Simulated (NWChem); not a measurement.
The numbers come from NWChem runs, not from measurements. System: dimethylamine (C2H7N), charge 0, spin multiplicity 1, at a geometry optimised with PBE0/def2-SVP. Level: CIS/6-31+G* (spherical d).

Input file:

```
start mol
memory heap 200 mb stack 900 mb global 1100 mb
geometry units angstroms nocenter noautoz
  C      0.018377     0.216735    -1.207262
  N     -0.140010    -0.551445     0.000000
  C      0.018377     0.216735     1.207262
  H      0.986118     0.762439    -1.288612
  H     -0.781513     0.973295    -1.278620
  H     -0.075380    -0.436074    -2.088621
  H      0.501100    -1.340025     0.000000
  H      0.986118     0.762439     1.288612
  H     -0.075380    -0.436074     2.088621
  H     -0.781513     0.973295     1.278620
  symmetry group Cs
end
basis spherical
  * library 6-31+g*
end
dft
  xc hfexch
  semidirect memsize 60000000 filesize 0
  iterations 100
end
tddft
  cis
  nroots 8
  notriplet
  thresh 1e-4
end
task tddft energy
```

NWChem printed:

```
             Northwest Computational Chemistry Package (NWChem) 7.3.0
             --------------------------------------------------------

                                NWChem Input Module
                                -------------------

 Scaling coordinates for geometry "geometry" by  1.889725989
 (inverse scale =  0.529177249)

 Turning off AUTOSYM since
 SYMMETRY directive was detected!

                             Geometry "geometry" -> ""
                             -------------------------

 Output coordinates in angstroms (scale by  1.889725989 to convert to a.u.)

  No.       Tag          Charge          X              Y              Z
 ---- ---------------- ---------- -------------- -------------- --------------
    1 C                    6.0000     0.01837700     0.21673500    -1.20726200
    2 N                    7.0000    -0.14001000    -0.55144500     0.00000000
    3 C                    6.0000     0.01837700     0.21673500     1.20726200
    4 H                    1.0000     0.98611800     0.76243900    -1.28861200
    5 H                    1.0000    -0.78151300     0.97329500    -1.27862000
    6 H                    1.0000    -0.07538000    -0.43607400    -2.08862100
    7 H                    1.0000     0.50110000    -1.34002500     0.00000000
    8 H                    1.0000     0.98611800     0.76243900     1.28861200
    9 H                    1.0000    -0.07538000    -0.43607400     2.08862100
   10 H                    1.0000    -0.78151300     0.97329500     1.27862000

 Effective nuclear repulsion energy (a.u.)      84.2929050501

            Nuclear Dipole moment (a.u.)
            ----------------------------
        X                 Y               Z
 ---------------- ---------------- ----------------
     0.0000075589    -0.0000000000     0.0000000000

      Symmetry information
      --------------------

 Group name             Cs
 Group number              2
 Group order               2
 No. of unique centers     6

      Symmetry unique atoms

     1    2    4    5    6    7


 Summary of "ao basis" -> "" (spherical)
 ------------------------------------------------------------------------------
       Tag                 Description            Shells   Functions and Types
 ---------------- ------------------------------  ------  ---------------------
 *                          6-31+g*                   on all atoms

  xc_inp: hfexch multiplicative factor not found.

                                 NWChem DFT Module
                                 -----------------

 Summary of "ao basis" -> "ao basis" (spherical)
 ------------------------------------------------------------------------------
       Tag                 Description            Shells   Functions and Types
 ---------------- ------------------------------  ------  ---------------------
 C                          6-31+g*                  8       18   4s3p1d
 N                          6-31+g*                  8       18   4s3p1d
 H                          6-31+g*                  2        2   2s

 Summary of "ao basis" -> "ao basis" (spherical)
 ------------------------------------------------------------------------------
       Tag                 Description            Shells   Functions and Types
 ---------------- ------------------------------  ------  ---------------------
 C                          6-31+g*                  8       18   4s3p1d
 N                          6-31+g*                  8       18   4s3p1d
 H                          6-31+g*                  2        2   2s

      Symmetry analysis of basis
      --------------------------

        a'         39
        a"         29

            General Information
            -------------------
          SCF calculation type: DFT
          Wavefunction type:  closed shell.
          No. of atoms     :    10
          No. of electrons :    26
           Alpha electrons :    13
            Beta electrons :    13
          Charge           :     0
          Spin multiplicity:     1
          Use of symmetry is: off; symmetry adaption is: on
          Maximum number of iterations: 100
          AO basis - number of functions:    68
                     number of shells:    38
          Convergence on energy requested:  1.00D-06
          Convergence on density requested:  1.00D-05
          Convergence on gradient requested:  5.00D-04

              XC Information
              --------------
                     Hartree-Fock (Exact) Exchange  1.000

          Convergence Information
          -----------------------
          Convergence aids based upon iterative change in
          total energy or number of iterations.
          Levelshifting, if invoked, occurs when the
          HOMO/LUMO gap drops below (HL_TOL):  1.00D-02
          DIIS, if invoked, will attempt to extrapolate
          using up to (NFOCK): 10 stored Fock matrices.

                    Damping( 0%)  Levelshifting(0.5)       DIIS
                  --------------- ------------------- ---------------
          dE  on:    start            ASAP                start
          dE off:    2 iters        100 iters           100 iters

      Screening Tolerance Information
      -------------------------------
          Density screening/tol_rho:  1.00D-10
          AO Gaussian exp screening on grid/accAOfunc:  14
          CD Gaussian exp screening on grid/accCDfunc:  20
          XC Gaussian exp screening on grid/accXCfunc:  20
          Schwarz screening/accCoul:  1.00D-08

      Superposition of Atomic Density Guess
      -------------------------------------
[...]
  ----------------------------------------------------------------------------
  Root   2 singlet a'             0.298797486 a.u.                8.1307 eV
  ----------------------------------------------------------------------------
     Transition Moments    X -0.52324   Y -0.14929   Z -0.00000
     Transition Moments   XX -0.54452  XY -1.24463  XZ  0.00000
     Transition Moments   YY -0.36728  YZ  0.00000  ZZ  0.30395
     Dipole Oscillator Strength                    0.0589754239
     Electric Quadrupole                           0.0000002485
     Magnetic Dipole                               0.0000000032
     Total Oscillator Strength                     0.0589756756

          sigma_e =   2.9553 Angstrom
          sigma_h =   1.4750 Angstrom
         |d_h->e| =   1.7491 Angstrom
            d_exc =   3.6224 Angstrom
            d_CD1 =   3.2294 Angstrom
            d_CD2 =  -0.4660 Angstrom
            d_CD3 =   5.3715 Angstrom
     Pearson C.C. =   0.0971

     Occ.   10  a"  ---  Virt.   16  a"      -0.07711
     Occ.   13  a'  ---  Virt.   14  a'       0.32572
     Occ.   13  a'  ---  Virt.   15  a'      -0.88425
     Occ.   13  a'  ---  Virt.   17  a'       0.07675
     Occ.   13  a'  ---  Virt.   19  a'       0.13132
     Occ.   13  a'  ---  Virt.   22  a'       0.22161
     Occ.   13  a'  ---  Virt.   30  a'       0.06189
     Occ.   13  a'  ---  Virt.   31  a'      -0.09018
  ----------------------------------------------------------------------------
  Root   3 singlet a'             0.307308642 a.u.                8.3623 eV
  ----------------------------------------------------------------------------
     Transition Moments    X  0.48209   Y  0.54060   Z  0.00000
     Transition Moments   XX  0.91926  XY  0.08881  XZ  0.00000
     Transition Moments   YY  0.10584  YZ  0.00000  ZZ  1.03349
     Dipole Oscillator Strength                    0.1074873058
     Electric Quadrupole                           0.0000000408
     Magnetic Dipole                               0.0000000179
     Total Oscillator Strength                     0.1074873645

          sigma_e =   3.3594 Angstrom
          sigma_h =   1.4270 Angstrom
         |d_h->e| =   0.4926 Angstrom
            d_exc =   3.5891 Angstrom
            d_CD1 =   2.4250 Angstrom
            d_CD2 =  -1.9007 Angstrom
            d_CD3 =   4.0817 Angstrom
     Pearson C.C. =   0.0712

     Occ.   10  a"  ---  Virt.   20  a"      -0.05181
     Occ.   13  a'  ---  Virt.   14  a'      -0.14697
     Occ.   13  a'  ---  Virt.   17  a'       0.94596
     Occ.   13  a'  ---  Virt.   19  a'       0.05044
     Occ.   13  a'  ---  Virt.   23  a'       0.19527
     Occ.   13  a'  ---  Virt.   25  a'      -0.10830
     Occ.   13  a'  ---  Virt.   28  a'      -0.10061
     Occ.   13  a'  ---  Virt.   31  a'       0.05445
  ----------------------------------------------------------------------------
  Root   4 singlet a"             0.307887778 a.u.                8.3781 eV
  ----------------------------------------------------------------------------
     Transition Moments    X  0.00000   Y -0.00000   Z  0.12041
     Transition Moments   XX  0.00000  XY  0.00000  XZ  1.77024
     Transition Moments   YY -0.00000  YZ  0.59210  ZZ -0.00000
     Dipole Oscillator Strength                    0.0029759558
     Electric Quadrupole                           0.0000005415
     Magnetic Dipole                               0.0000007886
     Total Oscillator Strength                     0.0029772859

          sigma_e =   3.6139 Angstrom
          sigma_h =   1.4742 Angstrom
         |d_h->e| =   0.3593 Angstrom
            d_exc =   3.7337 Angstrom
            d_CD1 =   2.4990 Angstrom
            d_CD2 =  -2.1847 Angstrom
            d_CD3 =   4.0930 Angstrom
     Pearson C.C. =   0.1335

     Occ.   10  a"  ---  Virt.   14  a'      -0.10416
     Occ.   10  a"  ---  Virt.   15  a'       0.06981
     Occ.   12  a"  ---  Virt.   14  a'      -0.08202
     Occ.   13  a'  ---  Virt.   16  a"       0.92708
     Occ.   13  a'  ---  Virt.   18  a"      -0.17002
     Occ.   13  a'  ---  Virt.   21  a"      -0.22808
     Occ.   13  a'  ---  Virt.   26  a"       0.10913
     Occ.   13  a'  ---  Virt.   33  a"       0.09302
  ----------------------------------------------------------------------------
  Root   5 singlet a'             0.332497851 a.u.                9.0477 eV
  ----------------------------------------------------------------------------
     Transition Moments    X -0.13738   Y -0.02880   Z -0.00000
     Transition Moments   XX -0.34303  XY -0.63234  XZ -0.00000
     Transition Moments   YY -0.07931  YZ -0.00000  ZZ -0.35447
     Dipole Oscillator Strength                    0.0043671369
     Electric Quadrupole                           0.0000000830
     Magnetic Dipole                               0.0000002020
     Total Oscillator Strength                     0.0043674219

          sigma_e =   3.3945 Angstrom
          sigma_h =   1.4556 Angstrom
         |d_h->e| =   0.6821 Angstrom
            d_exc =   3.6394 Angstrom
            d_CD1 =   2.6211 Angstrom
            d_CD2 =  -1.7429 Angstrom
            d_CD3 =   4.3215 Angstrom
     Pearson C.C. =   0.0872

     Occ.   10  a"  ---  Virt.   16  a"       0.07784
     Occ.   12  a"  ---  Virt.   16  a"       0.05951
     Occ.   13  a'  ---  Virt.   14  a'      -0.16909
     Occ.   13  a'  ---  Virt.   15  a'       0.08512
     Occ.   13  a'  ---  Virt.   17  a'      -0.09262
     Occ.   13  a'  ---  Virt.   19  a'       0.91614
     Occ.   13  a'  ---  Virt.   22  a'       0.17414
     Occ.   13  a'  ---  Virt.   23  a'      -0.13109
     Occ.   13  a'  ---  Virt.   25  a'      -0.16068
     Occ.   13  a'  ---  Virt.   30  a'       0.07144
     Occ.   13  a'  ---  Virt.   31  a'       0.13758
  ----------------------------------------------------------------------------
  Root   6 singlet a"             0.338424683 a.u.                9.2090 eV
  ----------------------------------------------------------------------------
     Transition Moments    X -0.00000   Y -0.00000   Z  0.20183
     Transition Moments   XX -0.00000  XY -0.00000  XZ  1.01300
     Transition Moments   YY  0.00000  YZ  0.42229  ZZ -0.00000
     Dipole Oscillator Strength                    0.0091903456
     Electric Quadrupole                           0.0000002486
     Magnetic Dipole                               0.0000002109
     Total Oscillator Strength                     0.0091908051

          sigma_e =   3.7273 Angstrom
          sigma_h =   1.4550 Angstrom
         |d_h->e| =   0.4930 Angstrom
            d_exc =   3.9031 Angstrom
            d_CD1 =   2.7653 Angstrom
            d_CD2 =  -2.0981 Angstrom
            d_CD3 =   4.3961 Angstrom
     Pearson C.C. =   0.0939

     Occ.   10  a"  ---  Virt.   15  a'       0.11392
     Occ.   12  a"  ---  Virt.   15  a'       0.05798
     Occ.   13  a'  ---  Virt.   16  a"       0.15299
     Occ.   13  a'  ---  Virt.   18  a"       0.95103
     Occ.   13  a'  ---  Virt.   21  a"      -0.05091
     Occ.   13  a'  ---  Virt.   26  a"      -0.14800
     Occ.   13  a'  ---  Virt.   29  a"       0.05830
     Occ.   13  a'  ---  Virt.   33  a"       0.12768
  ----------------------------------------------------------------------------
  Root   7 singlet a"             0.354715632 a.u.                9.6523 eV
  ----------------------------------------------------------------------------
     Transition Moments    X  0.00000   Y -0.00000   Z -0.26642
     Transition Moments   XX  0.00000  XY -0.00000  XZ -0.56051
     Transition Moments   YY  0.00000  YZ -1.06142  ZZ  0.00000
     Dipole Oscillator Strength                    0.0167846418
     Electric Quadrupole                           0.0000003424
     Magnetic Dipole                               0.0000000184
     Total Oscillator Strength                     0.0167850026

          sigma_e =   3.6808 Angstrom
          sigma_h =   1.4488 Angstrom
         |d_h->e| =   0.4060 Angstrom
            d_exc =   3.8737 Angstrom
            d_CD1 =   2.6380 Angstrom
            d_CD2 =  -2.1588 Angstrom
            d_CD3 =   4.2797 Angstrom
     Pearson C.C. =   0.0756

     Occ.   10  a"  ---  Virt.   17  a'      -0.09160
     Occ.   12  a"  ---  Virt.   14  a'       0.05658
     Occ.   12  a"  ---  Virt.   17  a'      -0.05404
     Occ.   13  a'  ---  Virt.   16  a"       0.06104
     Occ.   13  a'  ---  Virt.   20  a"       0.98333
  ----------------------------------------------------------------------------
  Root   8 singlet a'             0.373076064 a.u.               10.1519 eV
  ----------------------------------------------------------------------------
     Transition Moments    X -0.26764   Y -0.10254   Z  0.00000
     Transition Moments   XX -1.03776  XY  0.06150  XZ  0.00000
     Transition Moments   YY  1.03321  YZ -0.00000  ZZ -0.01115
     Dipole Oscillator Strength                    0.0204310372
     Electric Quadrupole                           0.0000002975
     Magnetic Dipole                               0.0000015278
     Total Oscillator Strength                     0.0204328626

          sigma_e =   3.1390 Angstrom
          sigma_h =   1.3876 Angstrom
         |d_h->e| =   0.0840 Angstrom
            d_exc =   3.3490 Angstrom
            d_CD1 =   1.8354 Angstrom
            d_CD2 =  -2.1794 Angstrom
            d_CD3 =   3.4330 Angstrom
     Pearson C.C. =   0.0655

     Occ.    8  a'  ---  Virt.   14  a'      -0.06533
     Occ.    8  a'  ---  Virt.   15  a'      -0.05081
     Occ.    8  a'  ---  Virt.   22  a'       0.07412
     Occ.   10  a"  ---  Virt.   18  a"       0.05009
     Occ.   13  a'  ---  Virt.   14  a'       0.13538
     Occ.   13  a'  ---  Virt.   15  a'       0.25732
     Occ.   13  a'  ---  Virt.   19  a'      -0.20150
     Occ.   13  a'  ---  Virt.   22  a'       0.89857
     Occ.   13  a'  ---  Virt.   25  a'      -0.07709
     Occ.   13  a'  ---  Virt.   30  a'       0.13394
     Occ.   13  a'  ---  Virt.   34  a'      -0.09828

              Target root =      1
          Target symmetry = none
      Ground state energy =   -134.240238260231
        Excitation energy =      0.252178781422
     Excited state energy =   -133.988059478809

  stored tddft:energy   -133.98805947880919

 Task  times  cpu:       21.6s     wall:       21.6s

 Total times  cpu:       21.7s     wall:       21.7s
```
